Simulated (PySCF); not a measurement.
# Si₂H₆: fields and orbitals

For Si₂H₆, the scripts below analyse its density (charges, bond critical points, surface potential), see where an electron leaves and enters and measure its response to a uniform field.

Computed with PySCF 2.14.0. Level: levels as typed in each script, gas phase, geometry from GFN2-xTB.

**1. The system as given**

8 atoms, charge 0, spin multiplicity 1.

Bond lengths: Si1–Si2 2.305 Å, Si1–H3 1.465 Å, Si1–H4 1.469 Å, Si1–H5 1.465 Å, Si2–H6 1.465 Å, Si2–H7 1.465 Å, Si2–H8 1.465 Å. Angles: Si2–Si1–H3 112.6°, Si2–Si1–H4 112.3°, Si2–Si1–H5 112.6°, H3–Si1–H4 106.5°, H3–Si1–H5 106.2°, H4–Si1–H5 106.3°, Si1–Si2–H6 112.6°, Si1–Si2–H7 112.6°, Si1–Si2–H8 112.6°, H6–Si2–H7 106.2°, H6–Si2–H8 106.2°, H7–Si2–H8 106.2°.

Coordinates:

```xyz
8

Si   -1.1527    0.0003   -0.0001
Si    1.1525    0.0001    0.0001
H    -1.7147    0.9302   -0.9832
H    -1.7103   -1.3225   -0.3124
H    -1.7150    0.3867    1.2967
H     1.7147    1.3170    0.3108
H     1.7147   -0.3895   -1.2958
H     1.7144   -0.9276    0.9853
```

**2. Density, bond paths and surface potential (PBE0/def2-tzvp)**

File input.py:

```python
import numpy as np
from pyscf import gto, scf, dft
from pyscf.scf import atom_ks, atom_hf
from scipy.linalg import block_diag

def solve(mol, dm0=None, hcore=None):
    mf = (dft.UKS if mol.spin else dft.RKS)(mol, xc='pbe0')
    mf.grids.level = 3
    mf = mf.density_fit(auxbasis='def2-universal-jkfit')
    mf.conv_tol, mf.max_cycle = 1e-8, 80
    if hcore is not None:
        mf.get_hcore = lambda *args: hcore
    mf.kernel(dm0)
    if not mf.converged:
        mf = mf.newton().run(mf.mo_coeff, mf.mo_occ, max_cycle=30)
    assert mf.converged, 'SCF not converged'
    return mf

mol = gto.M(atom='''
Si    -1.15275     0.00032    -0.00015
Si     1.15247     0.00009     0.00005
H     -1.71471     0.93015    -0.98325
H     -1.71027    -1.32251    -0.31237
H     -1.71496     0.38672     1.29666
H      1.71471     1.31697     0.31083
H      1.71468    -0.38949    -1.29580
H      1.71443    -0.92765     0.98535
''', basis='def2-tzvp', charge=0, spin=0, verbose=4)
mf = solve(mol)
mf.analyze()
# spherically averaged free atoms, for the promolecule
atm = atom_ks.get_atm_nrks(mol, xc='pbe0')
pro = block_diag(*[(atm[a[0]][2] * atm[a[0]][3]) @ atm[a[0]][2].T for a in mol._atom])
np.savez('result.npz', e=mf.e_tot, c=mf.mo_coeff, occ=mf.mo_occ, eps=mf.mo_energy, pro=pro, dip=mf.dip_moment(verbose=0), s2=mf.spin_square()[0])
```

Command:

```
$ OMP_NUM_THREADS=1 python input.py
```

**4. Removing and adding an electron (PBE0/def2-tzvp)**

Edit input.py of step 2 so:

```diff
@@ -29,3 +29,12 @@
 mf = solve(mol)
-mf.analyze()
+out = dict(e0=mf.e_tot, dm0=mf.make_rdm1(), c=mf.mo_coeff, occ=mf.mo_occ, eps=mf.mo_energy)
+for name, dq, spin in [('cation', 1, 1)]:
+    ion = mol.copy().set(charge=mol.charge + dq, spin=spin).build()
+    mi = solve(ion)
+    if spin and dq > 0 and mol.nao < 130:
+        c, _, stable, _ = mi.stability(return_status=True)
+        if not stable:
+            mi = solve(ion, mi.make_rdm1(c, mi.mo_occ))
+    print(name, 'vertical energy change / eV', (mi.e_tot - mf.e_tot) * 27.211386)
+    out.update({'e_' + name: mi.e_tot, 'dm_' + name: mi.make_rdm1(), 's2_' + name: mi.spin_square()[0], 'eps_' + name: mi.mo_energy, 'occ_' + name: mi.mo_occ})
 # spherically averaged free atoms, for the promolecule
@@ -33,2 +42,2 @@
 pro = block_diag(*[(atm[a[0]][2] * atm[a[0]][3]) @ atm[a[0]][2].T for a in mol._atom])
-np.savez('result.npz', e=mf.e_tot, c=mf.mo_coeff, occ=mf.mo_occ, eps=mf.mo_energy, pro=pro, dip=mf.dip_moment(verbose=0), s2=mf.spin_square()[0])
+np.savez('result.npz', pro=pro, **out)
```

**6. Response to an electric field (PBE0/def2-tzvp)**

File input.py:

```python
import numpy as np
from pyscf import gto, scf, dft
from pyscf.scf import atom_ks, atom_hf
from scipy.linalg import block_diag

def solve(mol, dm0=None, hcore=None):
    mf = (dft.UKS if mol.spin else dft.RKS)(mol, xc='pbe0')
    mf.grids.level = 3
    mf = mf.density_fit(auxbasis='def2-universal-jkfit')
    mf.conv_tol, mf.max_cycle = 1e-8, 80
    if hcore is not None:
        mf.get_hcore = lambda *args: hcore
    mf.kernel(dm0)
    if not mf.converged:
        mf = mf.newton().run(mf.mo_coeff, mf.mo_occ, max_cycle=30)
    assert mf.converged, 'SCF not converged'
    return mf

mol = gto.M(atom='''
Si    -1.15275     0.00032    -0.00015
Si     1.15247     0.00009     0.00005
H     -1.71471     0.93015    -0.98325
H     -1.71027    -1.32251    -0.31237
H     -1.71496     0.38672     1.29666
H      1.71471     1.31697     0.31083
H      1.71468    -0.38949    -1.29580
H      1.71443    -0.92765     0.98535
''', basis='def2-tzvp', charge=0, spin=0, verbose=4)
field = np.array([0.004, 0.0, 0.0])  # atomic units
mol.set_common_orig(mol.atom_charges() @ mol.atom_coords() / mol.atom_charges().sum())
mf = solve(mol)
out = dict(dm0=mf.make_rdm1(), d0=mf.dip_moment(unit='AU'), e0=mf.e_tot)
for name, sign in (('p', 1), ('m', -1)):
    h = mf.get_hcore() + sign * np.einsum('x,xij->ij', field, mol.intor('int1e_r'))
    mi = solve(mol, mf.make_rdm1(), h)
    out.update({'dm' + name: mi.make_rdm1(), 'd' + name: mi.dip_moment(unit='AU'), 'e' + name: mi.e_tot})
# spherically averaged free atoms, for the promolecule
atm = atom_ks.get_atm_nrks(mol, xc='pbe0')
pro = block_diag(*[(atm[a[0]][2] * atm[a[0]][3]) @ atm[a[0]][2].T for a in mol._atom])
np.savez('result.npz', pro=pro, **out)
```

(Steps that only read results are left out.)

Before running it: what results should come out? Wanted: dipole moment; HOMO, LUMO; vertical ionisation energy; polarisability along the field.

**Answer**, as computed:

| quantity | value |
| --- | --- |
| dipole moment (PBE0/def2-tzvp) | 0.01 D |
| HOMO, LUMO (PBE0/def2-tzvp) | -8.68, 0.15 eV |
| vertical ionisation energy (PBE0/def2-tzvp) | 10.82 eV |
| polarisability along the field (PBE0/def2-tzvp) | 69.5 bohr³ |

In words: At PBE0/def2-tzvp: The highest Hirshfeld charge is on Si1 and Si2 (+0.21 e), the lowest on H3, H4, H5, H6, H7 and H8 (−0.07 e). The ionisation energy from two SCF runs, 10.82 eV, lies 2.1 eV above −ε(HOMO) = 8.68 eV of the same level, PBE0/def2-tzvp, since self-interaction lifts this functional's HOMO. The geometry was not optimised at these levels.
